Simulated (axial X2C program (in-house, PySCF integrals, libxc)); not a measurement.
LiAl⁺: cheaper levels and CCSD(T), 2c

Computed with an in-house all-electron X2C program for linear molecules (integrals from PySCF). Two-component (2c) means X2C with spin–orbit coupling and atomic mean-field two-electron Coulomb and Gaunt terms. Basis: Al dyall-v3z [8s8p2d1f], Li dyall-cv3z [7s8p2d] (cores contracted in-house); Gaussian nuclei, density fitting, unrestricted open shells. Masses: Al 26.982 u, Li 7.016 u.

State: Ω = 1/2 (⟨Sz⟩ = 0.50, ⟨Lz⟩ = 0.00 at HF); fragments Al + Li+.

```tsv
level	Re (Å)	ωe (cm⁻¹)	De (eV)
PBE0	3.034	228.5	1.28
HF	3.066	230.1	1.22
MP2	3.056	230.0	1.16
CCSD	3.044	234.7	1.15
B97-3	3.018	233.3	1.21
```

Correlated methods: 3 electrons correlated (number of frozen shells: Al 2 s, 1 p; Li 1 s), 145 virtual spin orbitals or spinors in MP2, 49 natural virtuals in coupled cluster.

CCSD(T), same Hamiltonian and basis:

Re = 3.044 Å, ωe = 234.9 cm⁻¹, De = 1.14 eV; T1 = 0.022 (Lee–Taylor normalisation).

(1) Give the differences from CCSD(T) in the columns below.

The state is one determinant whose occupation by symmetry is held fixed; it was picked as the lowest of a PBE0 search that is not exhaustive. Dissociation energies refer to the lowest single-determinant-based atoms at the same level and basis. Density functionals use the spin component along the axis (collinear). CCSD and (T) use frozen natural virtuals with an MP2 correction for the truncation; (T) itself is uncorrected, so its De runs slightly low. In 2c an atomic determinant is not the ground J level, so De misses part of the atomic spin–orbit lowering. This holds for PBE0, B97-3. The functionals have no current-density term, which raises determinants with orbital currents, atoms included.

Results:

(1) 

```
level  ΔRe (Å)  Δωe (cm⁻¹)  ΔDe (eV)
 PBE0   -0.010        -6.4      0.14
   HF    0.022        -4.8      0.08
  MP2    0.012        -4.9      0.02
 CCSD    0.000        -0.2      0.01
B97-3   -0.026        -1.6      0.07
```
